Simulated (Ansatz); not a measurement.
**Ru, hcp: geometry optimisation**

All numbers below come from DFT, PBE, plane waves (420 eV) with PAW, scalar-relativistic in Ansatz 0.2.0.

k-point mesh 13×13×8, Fermi-Dirac smearing 0.05 eV, starting moments 1.00 ×2 μB. Cell and atoms relax.

Starting structure:

```yaml
crystal:
  lattice:
    - [2.7038898633, 0.0, 0.0]
    - [-1.3519449316, 2.3416373106, 0.0]
    - [0.0, 0.0, 4.28168]
  atoms:
    - { symbol: Ru, position: [0.3333333333, 0.6666666667, 0.25], spin: 1.0 }
    - { symbol: Ru, position: [0.6666666667, 0.3333333333, 0.75], spin: 1.0 }
hamiltonian:
  xc: pbe
  pseudopotentials:
    kind: paw
    azcp:
      Ru: "pseudopotentials/Ru.paw.azcp"
basis:
  ecutwfc: 420
  fft_grid_basis: typed
kpoints:
  mp_grid: { grid: [13, 13, 8], shift: [0, 0, 0] }
magnetization:
  spin_polarized: true
scf:
  occupations: { method: fermi_dirac, width: 0.05 }
relax:
  max_steps: 60
  f_tol: 0.01
  cell: {}
```

Question: What cell does the relaxation end in?

Answer: P6_3/mmc with a = 2.724 Å, c = 4.286 Å (c/a = 1.573); 13.77 Å³ per atom against 13.55 at the start (1.6 %).

Question: How much energy does the relaxation gain?

Answer: 3.8 meV per atom.

Question: Which magnetic state does it end in?

Answer: non-magnetic.
